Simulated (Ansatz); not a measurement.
Born–Oppenheimer molecular dynamics of BFH2O (5 atoms, charge 0, multiplicity 1). It starts from a relaxed structure.

Computed with RKS B3LYP/cc-pVDZ in Ansatz.

```json
{"ensemble": "NVT, Langevin thermostat", "time step": "0.5 fs", "steps asked": "150", "set temperature": "300 K", "friction": "0.05 /fs", "seed": "496581"}
```

First frame:

```xyz
5
Properties=species:S:1:pos:R:3
B 0.014 -0.066 -0.058
F -0.073 -0.138 1.284
H 1.054 0.225 -0.580
O -1.066 -0.321 -0.824
H -1.851 -0.546 -0.300
```

What does the run give?

All steps were run.

| Item | Value |
| --- | --- |
| steps done | 150 |
| time covered | 75 fs |
| mean temperature over the second half | 259 K |
| spread of the potential energy over the second half | 7.0 meV per atom |
| mean potential energy of the second half above the start | 23.5 meV per atom |

The mean temperature of the second half is 14 % below the set value. A run of 0.075 ps of so small a system gives no equilibrium averages.

What happens to the structure?

The same pairs are bonded in the first frame and the last. Pairs count as bonded within 1.25 times the sum of covalent radii (0.12 Å more for H–H). This is one draw of velocities; another would differ in detail.

How do temperature and energy run in time?


```tsv
time (fs)	T (K)	potential energy less start (eV)
0	240	0.000
2.5	238	0.030
5	184	0.072
7.5	121	0.116
10	218	0.100
12.5	237	0.054
15	126	0.070
17.5	235	0.079
20	141	0.142
22.5	303	0.061
25	152	0.098
27.5	143	0.106
30	142	0.101
32.5	134	0.110
35	189	0.104
37.5	238	0.062
40	231	0.085
42.5	248	0.067
45	187	0.145
47.5	196	0.082
50	299	0.116
52.5	329	0.091
55	278	0.134
57.5	184	0.135
60	214	0.091
62.5	248	0.136
65	423	0.103
67.5	299	0.169
70	317	0.106
72.5	268	0.172
75	238	0.189
```

The run took 2.5 min on 1 thread of Arm Neoverse V1, with other jobs on the host, peak memory 0.089 GiB.
